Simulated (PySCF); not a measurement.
**What the low excited states add to the polarisability**

Species: 2-chloroethanol, C2H5ClO.
SMILES: `OCCCl`

The calculation used TDDFT CAM-B3LYP/aug-cc-pVTZ, vertical, gas phase, core orbitals frozen in the response in PySCF. One conformer (not necessarily the lowest) at the PBE0-D3(BJ)/def2-TZVP geometry, without solvent, vibrations or thermal averaging. Torsions of this conformer, `[OH:1][CH2:2][CH2:3][Cl:4]`: O1–C2–C3–Cl4 64°, H–O1–C2–C3 -58°.

Computed singlets:

```
state  E (eV)       f
   S1    7.18  0.0021
   S2    7.32  0.0033
   S3    7.40  0.0078
   S4    7.76   0.029
   S5    7.77  0.0058
   S6    7.94   0.026
   S7    8.07   0.052
   S8    8.26  0.0080
   S9    8.46   0.012
  S10    8.54   0.023
```

Task: Build the mean polarisability up from these states and compare it with the full response value.

Result: Each state adds f / ΔE² (ΔE in hartree, 27.2114 eV).

| state | f/ΔE² (au) | running sum (au) | running share of α (%) |
| --- | --- | --- | --- |
| S1 | 0.03 | 0.03 | 0.1 |
| S2 | 0.05 | 0.08 | 0.2 |
| S3 | 0.11 | 0.18 | 0.4 |
| S4 | 0.35 | 0.53 | 1.2 |
| S5 | 0.07 | 0.60 | 1.3 |
| S6 | 0.31 | 0.92 | 2.0 |
| S7 | 0.59 | 1.51 | 3.3 |
| S8 | 0.09 | 1.59 | 3.5 |
| S9 | 0.13 | 1.72 | 3.7 |
| S10 | 0.23 | 1.95 | 4.2 |

The full response gives 46.02 au (6.82 Å³), so 44.1 au comes from the higher roots of the same equations.

Task: By how much does the contribution of these states grow at 589.3 nm?

Result: With ω = 0.0773 hartree each state's term in the mean polarisability goes from f / ΔE² to f / (ΔE² − ω²); the sum over all 10 states goes from 1.95 to 2.10 au, a rise of 0.15 au.

The largest single term belongs to S7, which also has the largest f.

A one-level model with all 26 active electrons at a single energy would need ΔE = √(N/α) = 20.5 eV to give this α, against S1 at 7.18 eV.
